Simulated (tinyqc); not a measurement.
LCCD on RHF in the sto-3g basis, frozen core, for H3O+, spin multiplicity 1, step by step (part 1 of 3). Computed by tinyqc, a small Python program that keeps every step (integrals from PySCF). Settings: charge = 1, multiplicity = 1, basis = sto-3g, method = RHF, frozen orbitals = 1, energy threshold = 1e-10, iteration cap = 74, orthogonalisation = symmetric, start = core, DIIS depth = 6, amplitude equations = LCCD, DIIS depth for amplitudes = 0, cap on updates = 85. Command: `OMP_NUM_THREADS=1 python tinyqc.py 29663 29664 out.jsonl` (the two numbers bound the seeds that draw the settings). One thread of a shared host (Intel(R) Xeon(R) Processor @ 2.60GHz), about 0.1 s of CPU time with the checks. Later iterations appear only in the table of the cycle.

## One-electron integrals

Geometry (angstrom):
```
atom          x          y         z
O      0.000000   0.000000  0.242000
H      0.892000   0.000000  0.000000
H     -0.446000   0.772000  0.000000
H     -0.446000  -0.772000  0.000000
```

Basis sto-3g: exponents (1/bohr^2) and contraction coefficients of normalised primitives:
```
element  l (shell)    exponent  coefficient
O            s (1)  130.709320     0.154329
O            s (1)   23.808861     0.535328
O            s (1)    6.443608     0.444635
O            s (2)    5.033151    -0.099967
O            s (2)    1.169596     0.399513
O            s (2)    0.380389     0.700115
O            p (3)    5.033151     0.155916
O            p (3)    1.169596     0.607684
O            p (3)    0.380389     0.391957
H            s (1)    3.425251     0.154329
H            s (1)    0.623914     0.535328
H            s (1)    0.168855     0.444635
```

Overlap, kinetic and nuclear-attraction integrals over the contracted functions; the nuclear repulsion is the sum of Za Zb / Rab.

nuclear repulsion = 14.77318985 hartree

overlap S:
```
           1O 1s     1O 2s     1O 2px     1O 2py     1O 2pz      2H 1s      3H 1s      4H 1s
1O 1s   1.000000  0.236704   0.000000   0.000000   0.000000   0.058356   0.058413   0.058413
1O 2s   0.236704  1.000000   0.000000   0.000000   0.000000   0.496673   0.496950   0.496950
1O 2px  0.000000  0.000000   1.000000   0.000000   0.000000   0.390532  -0.195419  -0.195419
1O 2py  0.000000  0.000000   0.000000   1.000000   0.000000   0.000000   0.338260  -0.338260
1O 2pz  0.000000  0.000000   0.000000   0.000000   1.000000  -0.105951  -0.106035  -0.106035
2H 1s   0.058356  0.496673   0.390532   0.000000  -0.105951   1.000000   0.240756   0.240756
3H 1s   0.058413  0.496950  -0.195419   0.338260  -0.106035   0.240756   1.000000   0.241015
4H 1s   0.058413  0.496950  -0.195419  -0.338260  -0.106035   0.240756   0.241015   1.000000
```

kinetic energy T (hartree):
```
            1O 1s      1O 2s     1O 2px     1O 2py     1O 2pz      2H 1s      3H 1s      4H 1s
1O 1s   29.003200  -0.168011   0.000000   0.000000   0.000000   0.000042   0.000077   0.000077
1O 2s   -0.168011   0.808128   0.000000   0.000000   0.000000   0.145059   0.145273   0.145273
1O 2px   0.000000   0.000000   2.528731   0.000000   0.000000   0.299444  -0.149950  -0.149950
1O 2py   0.000000   0.000000   0.000000   2.528731   0.000000   0.000000   0.259554  -0.259554
1O 2pz   0.000000   0.000000   0.000000   0.000000   2.528731  -0.081239  -0.081363  -0.081363
2H 1s    0.000042   0.145059   0.299444   0.000000  -0.081239   0.760032   0.006109   0.006109
3H 1s    0.000077   0.145273  -0.149950   0.259554  -0.081363   0.006109   0.760032   0.006164
4H 1s    0.000077   0.145273  -0.149950  -0.259554  -0.081363   0.006109   0.006164   0.760032
```

nuclear attraction V (hartree):
```
             1O 1s       1O 2s      1O 2px      1O 2py      1O 2pz      2H 1s      3H 1s      4H 1s
1O 1s   -62.336621   -7.589776    0.000022    0.000000    0.013091  -1.926253  -1.928166  -1.928166
1O 2s    -7.589776  -10.742096    0.000217    0.000000    0.151931  -4.322959  -4.325984  -4.325984
1O 2px    0.000022    0.000217  -10.722257    0.000000   -0.000063  -3.037514   1.520308   1.520308
1O 2py    0.000000    0.000000    0.000000  -10.722249    0.000000   0.000000  -2.631428   2.631428
1O 2pz    0.013091    0.151931   -0.000063    0.000000  -10.561370   0.871954   0.872784   0.872784
2H 1s    -1.926253   -4.322959   -3.037514    0.000000    0.871954  -6.300356  -1.691474  -1.691474
3H 1s    -1.928166   -4.325984    1.520308   -2.631428    0.872784  -1.691474  -6.302173  -1.693367
4H 1s    -1.928166   -4.325984    1.520308    2.631428    0.872784  -1.691474  -1.693367  -6.302173
```

core Hamiltonian H = T + V (hartree):
```
             1O 1s      1O 2s     1O 2px     1O 2py     1O 2pz      2H 1s      3H 1s      4H 1s
1O 1s   -33.333421  -7.757787   0.000022   0.000000   0.013091  -1.926210  -1.928089  -1.928089
1O 2s    -7.757787  -9.933968   0.000217   0.000000   0.151931  -4.177900  -4.180711  -4.180711
1O 2px    0.000022   0.000217  -8.193526   0.000000  -0.000063  -2.738070   1.370358   1.370358
1O 2py    0.000000   0.000000   0.000000  -8.193518   0.000000   0.000000  -2.371874   2.371874
1O 2pz    0.013091   0.151931  -0.000063   0.000000  -8.032638   0.790715   0.791421   0.791421
2H 1s    -1.926210  -4.177900  -2.738070   0.000000   0.790715  -5.540324  -1.685365  -1.685365
3H 1s    -1.928089  -4.180711   1.370358  -2.371874   0.791421  -1.685365  -5.542142  -1.687204
4H 1s    -1.928089  -4.180711   1.370358   2.371874   0.791421  -1.685365  -1.687204  -5.542142
```

## Two-electron integrals

Functions are numbered as in S; the eight-fold symmetry (ij|kl) = (ji|kl) = (kl|ij) leaves the list below.

Two-electron integrals (ij|kl) in chemists' order, unique and non-zero (hartree):
```
(11|11) 4.785065    (21|11) 0.741380    (21|21) 0.136873    (22|11) 1.118947
(22|21) 0.256633    (22|22) 0.817206    (31|31) 0.024477    (32|31) 0.037809
(32|32) 0.180518    (33|11) 1.115814    (33|21) 0.256684    (33|22) 0.817023
(33|33) 0.880159    (41|41) 0.024477    (42|41) 0.037809    (42|42) 0.180518
(43|43) 0.047444    (44|11) 1.115814    (44|21) 0.256684    (44|22) 0.817023
(44|33) 0.785270    (44|44) 0.880159    (51|51) 0.024477    (52|51) 0.037809
(52|52) 0.180518    (53|53) 0.047444    (54|54) 0.047444    (55|11) 1.115814
(55|21) 0.256684    (55|22) 0.817023    (55|33) 0.785270    (55|44) 0.785270
(55|55) 0.880159    (61|11) 0.185921    (61|21) 0.034008    (61|22) 0.063266
(61|31) 0.001502    (61|32) 0.002799    (61|33) 0.063485    (61|44) 0.063148
(61|51) -0.000407   (61|52) -0.000759   (61|53) -0.000091   (61|55) 0.063173
(61|61) 0.008558    (62|11) 0.427057    (62|21) 0.099063    (62|22) 0.346317
(62|31) 0.007121    (62|32) 0.053109    (62|33) 0.356174    (62|44) 0.340657
(62|51) -0.001932   (62|52) -0.014409   (62|53) -0.004210   (62|55) 0.341799
(62|61) 0.025040    (62|62) 0.177748    (63|11) 0.286184    (63|21) 0.067282
(63|22) 0.251276    (63|31) 0.014938    (63|32) 0.097800    (63|33) 0.273271
(63|44) 0.239732    (63|51) -0.001159   (63|52) -0.009988   (63|53) -0.006063
(63|55) 0.240553    (63|61) 0.017802    (63|62) 0.156663    (63|63) 0.162735
(64|41) 0.010667    (64|42) 0.060986    (64|43) 0.011193    (64|54) -0.003037
(64|64) 0.026138    (65|11) -0.077642   (65|21) -0.018254   (65|22) -0.068171
(65|31) -0.001159   (65|32) -0.009988   (65|33) -0.068065   (65|44) -0.065039
(65|51) 0.010981    (65|52) 0.063696    (65|53) 0.012014    (65|55) -0.071335
(65|61) -0.004830   (65|62) -0.042503   (65|63) -0.037059   (65|65) 0.036192
(66|11) 0.547980    (66|21) 0.129175    (66|22) 0.515269    (66|31) 0.012649
(66|32) 0.127467    (66|33) 0.552401    (66|44) 0.494256    (66|51) -0.003432
(66|52) -0.034582   (66|53) -0.015775   (66|55) 0.498535    (66|61) 0.032988
(66|62) 0.324477    (66|63) 0.326907    (66|65) -0.088690   (66|66) 0.774606
(71|11) 0.186105    (71|21) 0.034042    (71|22) 0.063328    (71|31) -0.000752
(71|32) -0.001401   (71|33) 0.063294    (71|41) 0.001301    (71|42) 0.002425
(71|43) -0.000146   (71|44) 0.063463    (71|51) -0.000408   (71|52) -0.000760
(71|53) 0.000046    (71|54) -0.000079   (71|55) 0.063235    (71|61) 0.008421
(71|62) 0.024204    (71|63) 0.016045    (71|64) 0.000676    (71|65) -0.004671
(71|66) 0.031433    (71|71) 0.008575    (72|11) 0.427357    (72|21) 0.099132
(72|22) 0.346543    (72|31) -0.003564   (72|32) -0.026580   (72|33) 0.344765
(72|41) 0.006169    (72|42) 0.046009    (72|43) -0.006724   (72|44) 0.352519
(72|51) -0.001934   (72|52) -0.014423   (72|53) 0.002108    (72|54) -0.003648
(72|55) 0.342024    (72|61) 0.024197    (72|62) 0.143898    (72|63) 0.096196
(72|64) 0.015558    (72|65) -0.033414   (72|66) 0.216076    (72|71) 0.025082
(72|72) 0.177961    (73|11) -0.143229   (73|21) -0.033673   (73|22) -0.125753
(73|31) 0.011745    (73|32) 0.070247    (73|33) -0.132576   (73|41) -0.001851
(73|42) -0.015951   (73|43) 0.012115    (73|44) -0.124160   (73|51) 0.000580
(73|52) 0.005000    (73|53) -0.003798   (73|54) 0.001312    (73|55) -0.120386
(73|61) -0.007437   (73|62) -0.034633   (73|63) -0.003151   (73|64) -0.002963
(73|65) 0.007794    (73|66) -0.035522   (73|71) -0.008918   (73|72) -0.078445
(73|73) 0.060381    (74|11) 0.247920    (74|21) 0.058286    (74|22) 0.217671
(74|31) -0.001851   (74|32) -0.015951   (74|33) 0.210087    (74|41) 0.013880
(74|42) 0.088642    (74|43) -0.009787   (74|44) 0.234307    (74|51) -0.001004
(74|52) -0.008655   (74|53) 0.001312    (74|54) -0.005310   (74|55) 0.208381
(74|61) 0.014224    (74|62) 0.091057    (74|63) 0.060129    (74|64) 0.029869
(74|65) -0.020746   (74|66) 0.137548    (74|71) 0.015437    (74|72) 0.135785
(74|73) -0.059212   (74|74) 0.128666    (75|11) -0.077716   (75|21) -0.018271
(75|22) -0.068234   (75|31) 0.000580    (75|32) 0.005000    (75|33) -0.065856
(75|41) -0.001004   (75|42) -0.008655   (75|43) 0.001312    (75|44) -0.067369
(75|51) 0.010991    (75|52) 0.063745    (75|53) -0.006013   (75|54) 0.010409
(75|55) -0.071401   (75|61) -0.004671   (75|62) -0.033420   (75|63) -0.021872
(75|64) -0.003629   (75|65) 0.028082    (75|66) -0.055039   (75|71) -0.004839
(75|72) -0.042565   (75|73) 0.018561    (75|74) -0.032129   (75|75) 0.036245
(76|11) 0.160787    (76|21) 0.037573    (76|22) 0.140654    (76|31) 0.001101
(76|32) 0.009450    (76|33) 0.141147    (76|41) 0.001906    (76|42) 0.016363
(76|43) 0.000456    (76|44) 0.141671    (76|51) -0.001195   (76|52) -0.010258
(76|53) -0.001129   (76|54) -0.001956   (76|55) 0.139000    (76|61) 0.009377
(76|62) 0.069751    (76|63) 0.057020    (76|64) 0.006981    (76|65) -0.018752
(76|66) 0.127463    (76|71) 0.009386    (76|72) 0.069787    (76|73) -0.022481
(76|74) 0.052880    (76|75) -0.018765   (76|76) 0.032578    (77|11) 0.548186
(77|21) 0.129222    (77|22) 0.515421    (77|31) -0.006331   (77|32) -0.063783
(77|33) 0.508955    (77|41) 0.010959    (77|42) 0.110405    (77|43) -0.025191
(77|44) 0.538007    (77|51) -0.003435   (77|52) -0.034609   (77|53) 0.007897
(77|54) -0.013669   (77|55) 0.498687    (77|61) 0.031414    (77|62) 0.215996
(77|63) 0.136858    (77|64) 0.038030    (77|65) -0.055012   (77|66) 0.336737
(77|71) 0.033033    (77|72) 0.324708    (77|73) -0.163613   (77|74) 0.283205
(77|75) -0.088777   (77|76) 0.127463    (77|77) 0.774606    (81|11) 0.186105
(81|21) 0.034042    (81|22) 0.063328    (81|31) -0.000752   (81|32) -0.001401
(81|33) 0.063294    (81|41) -0.001301   (81|42) -0.002425   (81|43) 0.000146
(81|44) 0.063463    (81|51) -0.000408   (81|52) -0.000760   (81|53) 0.000046
(81|54) 0.000079    (81|55) 0.063235    (81|61) 0.008421    (81|62) 0.024204
(81|63) 0.016045    (81|64) -0.000676   (81|65) -0.004671   (81|66) 0.031433
(81|71) 0.008429    (81|72) 0.024221    (81|73) -0.008617   (81|74) 0.013562
(81|75) -0.004675   (81|76) 0.009125    (81|77) 0.031445    (81|81) 0.008575
(82|11) 0.427357    (82|21) 0.099132    (82|22) 0.346543    (82|31) -0.003564
(82|32) -0.026580   (82|33) 0.344765    (82|41) -0.006169   (82|42) -0.046009
(82|43) 0.006724    (82|44) 0.352519    (82|51) -0.001934   (82|52) -0.014423
(82|53) 0.002108    (82|54) 0.003648    (82|55) 0.342024    (82|61) 0.024197
(82|62) 0.143898    (82|63) 0.096196    (82|64) -0.015558   (82|65) -0.033414
(82|66) 0.216076    (82|71) 0.024221    (82|72) 0.144003    (82|73) -0.061640
(82|74) 0.075551    (82|75) -0.033446   (82|76) 0.057823    (82|77) 0.216163
(82|81) 0.025082    (82|82) 0.177961    (83|11) -0.143229   (83|21) -0.033673
(83|22) -0.125753   (83|31) 0.011745    (83|32) 0.070247    (83|33) -0.132576
(83|41) 0.001851    (83|42) 0.015951    (83|43) -0.012115   (83|44) -0.124160
(83|51) 0.000580    (83|52) 0.005000    (83|53) -0.003798   (83|54) -0.001312
(83|55) -0.120386   (83|61) -0.007437   (83|62) -0.034633   (83|63) -0.003151
(83|64) 0.002963    (83|65) 0.007794    (83|66) -0.035522   (83|71) -0.008617
(83|72) -0.061640   (83|73) 0.046436    (83|74) -0.031576   (83|75) 0.014095
(83|76) -0.018225   (83|77) -0.101486   (83|81) -0.008918   (83|82) -0.078445
(83|83) 0.060381    (84|11) -0.247920   (84|21) -0.058286   (84|22) -0.217671
(84|31) 0.001851    (84|32) 0.015951    (84|33) -0.210087   (84|41) 0.013880
(84|42) 0.088642    (84|43) -0.009787   (84|44) -0.234307   (84|51) 0.001004
(84|52) 0.008655    (84|53) -0.001312   (84|54) -0.005310   (84|55) -0.208381
(84|61) -0.014224   (84|62) -0.091057   (84|63) -0.060129   (84|64) 0.029869
(84|65) 0.020746    (84|66) -0.137548   (84|71) -0.013562   (84|72) -0.075551
(84|73) 0.031576    (84|74) -0.019629   (84|75) 0.017133    (84|76) -0.031544
(84|77) -0.099532   (84|81) -0.015437   (84|82) -0.135785   (84|83) 0.059212
(84|84) 0.128666    (85|11) -0.077716   (85|21) -0.018271   (85|22) -0.068234
(85|31) 0.000580    (85|32) 0.005000    (85|33) -0.065856   (85|41) 0.001004
(85|42) 0.008655    (85|43) -0.001312   (85|44) -0.067369   (85|51) 0.010991
(85|52) 0.063745    (85|53) -0.006013   (85|54) -0.010409   (85|55) -0.071401
(85|61) -0.004671   (85|62) -0.033420   (85|63) -0.021872   (85|64) 0.003629
(85|65) 0.028082    (85|66) -0.055039   (85|71) -0.004675   (85|72) -0.033446
(85|73) 0.014095    (85|74) -0.017133   (85|75) 0.028107    (85|76) -0.015090
(85|77) -0.055067   (85|81) -0.004839   (85|82) -0.042565   (85|83) 0.018561
(85|84) 0.032129    (85|85) 0.036245    (86|11) 0.160787    (86|21) 0.037573
(86|22) 0.140654    (86|31) 0.001101    (86|32) 0.009450    (86|33) 0.141147
(86|41) -0.001906   (86|42) -0.016363   (86|43) -0.000456   (86|44) 0.141671
(86|51) -0.001195   (86|52) -0.010258   (86|53) -0.001129   (86|54) 0.001956
(86|55) 0.139000    (86|61) 0.009377    (86|62) 0.069751    (86|63) 0.057020
(86|64) -0.006981   (86|65) -0.018752   (86|66) 0.127463    (86|71) 0.009125
(86|72) 0.057823    (86|73) -0.018225   (86|74) 0.031544    (86|75) -0.015090
(86|76) 0.027322    (86|77) 0.088221    (86|81) 0.009386    (86|82) 0.069787
(86|83) -0.022481   (86|84) -0.052880   (86|85) -0.018765   (86|86) 0.032578
(87|11) 0.160964    (87|21) 0.037614    (87|22) 0.140809    (87|31) -0.002205
(87|32) -0.018928   (87|33) 0.142094    (87|44) 0.141034    (87|51) -0.001196
(87|52) -0.010270   (87|53) 0.002263    (87|55) 0.139152    (87|61) 0.009126
(87|62) 0.057845    (87|63) 0.036452    (87|65) -0.015093   (87|66) 0.088287
(87|71) 0.009397    (87|72) 0.069871    (87|73) -0.034627   (87|74) 0.045949
(87|75) -0.018789   (87|76) 0.027349    (87|77) 0.127627    (87|81) 0.009397
(87|82) 0.069871    (87|83) -0.034627   (87|84) -0.045949   (87|85) -0.018789
(87|86) 0.027349    (87|87) 0.032654    (88|11) 0.548186    (88|21) 0.129222
(88|22) 0.515421    (88|31) -0.006331   (88|32) -0.063783   (88|33) 0.508955
(88|41) -0.010959   (88|42) -0.110405   (88|43) 0.025191    (88|44) 0.538007
(88|51) -0.003435   (88|52) -0.034609   (88|53) 0.007897    (88|54) 0.013669
(88|55) 0.498687    (88|61) 0.031414    (88|62) 0.215996    (88|63) 0.136858
(88|64) -0.038030   (88|65) -0.055012   (88|66) 0.336737    (88|71) 0.031445
(88|72) 0.216163    (88|73) -0.101486   (88|74) 0.099532    (88|75) -0.055067
(88|76) 0.088221    (88|77) 0.336885    (88|81) 0.033033    (88|82) 0.324708
(88|83) -0.163613   (88|84) -0.283205   (88|85) -0.088777   (88|86) 0.127463
(88|87) 0.127627    (88|88) 0.774606
```

## Orthogonalisation

S = U s U^T; symmetric (Loewdin) form X = U s^(-1/2) U^T, so that X^T S X = 1.

eigenvalues of S: 0.305868  0.386176  0.386337  0.942115  1.039361  1.372809  1.372994  2.194340

X:
```
            1O 1s      1O 2s     1O 2px     1O 2py     1O 2pz      2H 1s      3H 1s      4H 1s
1O 1s    1.025293  -0.154029   0.000011   0.000000   0.006526   0.020945   0.020953   0.020953
1O 2s   -0.154029   1.376557  -0.000178   0.000000  -0.074177  -0.296144  -0.296467  -0.296467
1O 2px   0.000011  -0.000178   1.139007   0.000000   0.000043  -0.298999   0.149632   0.149632
1O 2py   0.000000   0.000000   0.000000   1.139034   0.000000   0.000000  -0.259088   0.259088
1O 2pz   0.006526  -0.074177   0.000043   0.000000   1.015516   0.062135   0.062222   0.062222
2H 1s    0.020945  -0.296144  -0.298999   0.000000   0.062135   1.241076  -0.082120  -0.082120
3H 1s    0.020953  -0.296467   0.149632  -0.259088   0.062222  -0.082120   1.241414  -0.082225
4H 1s    0.020953  -0.296467   0.149632   0.259088   0.062222  -0.082120  -0.082225   1.241414
```

## Starting guess

The start is the orbitals of the core Hamiltonian; D = 2 C_occ C_occ^T.

D at the start:
```
            1O 1s      1O 2s     1O 2px     1O 2py     1O 2pz      2H 1s      3H 1s      4H 1s
1O 1s    2.142879  -0.666144   0.000072   0.000000   0.037141   0.086258   0.086335   0.086335
1O 2s   -0.666144   3.087747  -0.000557   0.000000  -0.235629  -0.390238  -0.390656  -0.390656
1O 2px   0.000072  -0.000557   2.490275   0.000000   0.000151  -0.526403   0.263466   0.263466
1O 2py   0.000000   0.000000   0.000000   2.490345   0.000000   0.000000  -0.456132   0.456132
1O 2pz   0.037141  -0.235629   0.000151   0.000000   2.055095   0.110045   0.110192   0.110192
2H 1s    0.086258  -0.390238  -0.526403   0.000000   0.110045   0.163789  -0.003142  -0.003142
3H 1s    0.086335  -0.390656   0.263466  -0.456132   0.110192  -0.003142   0.164004  -0.003087
4H 1s    0.086335  -0.390656   0.263466   0.456132   0.110192  -0.003142  -0.003087   0.164004
```
